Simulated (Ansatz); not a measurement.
# PS (sextet): from Hartree-Fock to the top rungs, def2-TZVPP

One table from this session's results is given with a row withheld; the runs are named, their logs left out.

Computed with Ansatz 0.2.0, Gaussian basis. Level: def2-TZVPP, core rule «outside noble gas», up to 10 orbitals frozen.

To be run: UHF; ROHF; CCSD(T) on UHF.

### The geometry

The geometry is a PBE0/def2-TZVP stationary point (not a proven minimum) of the parent state, kept for this charge and spin.

2 atoms, charge 0, spin multiplicity 6.

Atoms are counted from 1 here; the program's logs count them from 0.

Bond lengths: P1–S2 2.137 Å.

Set-up of the first run:

Input file in.yaml:

```yaml
crystal:
  periodic: [false, false, false]
  atoms:
    - {symbol: P, position_ang: [0.000000, 0.000000, 0.000000]}
    - {symbol: S, position_ang: [0.000000, 0.000000, 2.137000]}
basis:
  gaussian: {orbitals: def2-TZVPP}
magnetization: {spin_polarized: true, initial_magnetization: 5}
hamiltonian: {xc: hf}
output: {orbitals: {seedname: orbitals}}
```

On the command line:

```
ansatz run in.yaml --threads 1 --pin off --events-out ev --progress --plain --max-ram 2393MiB
```

Steps of the session up to this table: UHF; ROHF; CCSD(T) on UHF.

One table of the session follows, with a row left open; its other results are not shown here.

| method | from UCCSD(T) (meV) |
| --- | --- |
| ROHF | +7499.5 |
| UHF | +7317.2 |
| UMP2 | ? |
| UCCSD | +304.1 |
| UCCSD(T) | 0 |

Q: Estimate the row for UMP2 from the others.

As computed: from UCCSD(T) (meV): +1346.9. In the column «from UCCSD(T) (meV)» it lies between UCCSD (+304.1) and UHF (+7317.2).
